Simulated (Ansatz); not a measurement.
# AlSi+ (quintet): the correlation ladder, def2-TZVPP

One table from this session's results is given with a row withheld; the runs are named, their logs left out.

Method: def2-TZVPP, core rule «outside noble gas», up to 10 orbitals frozen; program: Ansatz 0.2.0, Gaussian basis.

The runs, in order: UHF; ROHF; CCSD(T) on UHF.

## What is computed

The geometry is a PBE0/def2-TZVP stationary point (not a proven minimum) of the parent state, kept for this charge and spin.

2 atoms, charge 1, spin multiplicity 5.

Atoms are counted from 1 here; the program's logs count them from 0.

Bond lengths: Si1–Al2 2.416 Å.

The first run:

in.yaml reads:

```yaml
crystal:
  periodic: [false, false, false]
  atoms:
    - {symbol: Si, position_ang: [0.000000, 0.000000, 0.000000]}
    - {symbol: Al, position_ang: [0.000000, 0.000000, 2.416200]}
basis:
  gaussian: {orbitals: def2-TZVPP}
total_charge: 1
magnetization: {spin_polarized: true, initial_magnetization: 4}
hamiltonian: {xc: hf}
output: {orbitals: {seedname: orbitals}}
```

On the command line:

```
> ansatz run in.yaml --threads 1 --pin off --events-out ev --progress --plain --max-ram 3968MiB --backend cpu
```

Among the steps run: UHF; ROHF; CCSD(T) on UHF.

One table of the session follows, with a row left open; its other results are not shown here.

It belongs to the step «Misses and costs». 

```
  method  from UCCSD(T) (kcal/mol)
    ROHF                    +68.88
     UHF                    +68.34
    UMP2                         ?
   UCCSD                     +4.25
UCCSD(T)                         0
```

**Question.** Estimate the row for UMP2.

As computed: from UCCSD(T) (kcal/mol): +17.39. In the column «from UCCSD(T) (kcal/mol)» it lies between UCCSD (+4.25) and UHF (+68.34).
